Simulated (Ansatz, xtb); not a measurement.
## C2HF3S: which of two isomers lies lower

Structure X is `FC(F)(F)C=S`, a singlet and structure Y is `FC(=S)C(F)F`, a singlet. Both are isolated molecules in the gas phase, relaxed with PBE0-D3(BJ)/def2-SVP; the shapes shown needn't be the lowest conformers.

X (Å):

```xyz
7

C     1.2898    0.9920   -0.0865
C     1.6526   -0.3729   -0.6311
F     2.3756    1.7701   -0.0892
F     0.3825    1.5587   -0.8865
F     0.8029    0.9576    1.1399
S     1.4866   -1.7528    0.1635
H     2.0524   -0.3124   -1.6562
```

Y (Å):

```yaml
atoms:
  - { symbol: C, position_ang: [1.4285, 1.2426, -0.1050] }
  - { symbol: C, position_ang: [1.3766, -0.2336, -0.4649] }
  - { symbol: F, position_ang: [0.9398, 1.9341, -1.1211] }
  - { symbol: F, position_ang: [1.8704, -0.9845, 0.5181] }
  - { symbol: F, position_ang: [2.1074, -0.4260, -1.5802] }
  - { symbol: S, position_ang: [1.9530, 1.8956, 1.2527] }
  - { symbol: H, position_ang: [0.3320, -0.5343, -0.6722] }
```

**Question.** Estimate which is lower in electronic energy at CCSD(T)/def2-SVP + ΔMP2/def2-TZVPP, and by roughly how much.

**Answer.** The CCSD(T)/def2-SVP + ΔMP2/def2-TZVPP calculation puts structure X lower, by 27.7 kJ/mol.

The same difference at several levels:

| level | geometry | E(Y) − E(X) (kJ/mol) | departure from the last row (kJ/mol) | job, with rough time for the two |
| --- | --- | --- | --- | --- |
| PBE0-D3(BJ)/def2-SVP | PBE0-D3(BJ)/def2-SVP | +28.4 | +0.6 | optimisation, 70 s |
| HF/def2-SVP | PBE0-D3(BJ)/def2-SVP | +43.3 | +15.5 | part of the CCSD(T) run |
| MP2/def2-SVP | PBE0-D3(BJ)/def2-SVP | +36.9 | +9.1 | part of the CCSD(T) run |
| CCSD(T)/def2-SVP | PBE0-D3(BJ)/def2-SVP | +39.0 | +11.3 | single point |
| CCSD(T)/def2-SVP + ΔMP2/def2-TZVPP | PBE0-D3(BJ)/def2-SVP | +27.7 |  | single point, 50 s |

As drawn, both hold the same kinds of bond in the same numbers.

The levels shown agree on the order. The largest departure from CCSD(T)/def2-SVP + ΔMP2/def2-TZVPP is that of HF/def2-SVP, 15.5 kJ/mol. Levels run at GFN2-xTB geometries aren't shown. The last row adds to CCSD(T) the change of the MP2 difference between the two basis sets, here −11.3 kJ/mol.

With harmonic frequencies from PBE0-D3(BJ)/def2-SVP (ideal gas, rigid rotor, one conformer each, 600 K, 1 atm): on the last row, ΔE + ΔZPE = +29.9 kJ/mol. A mode under 50 cm⁻¹ makes harmonic enthalpies and free energies unreliable, so none is given.

The correlated steps freeze 10 core orbitals. Run with Ansatz 0.2.0; the last row on 1 thread of Intel(R) Xeon(R) Processor @ 2.70GHz on a shared host.
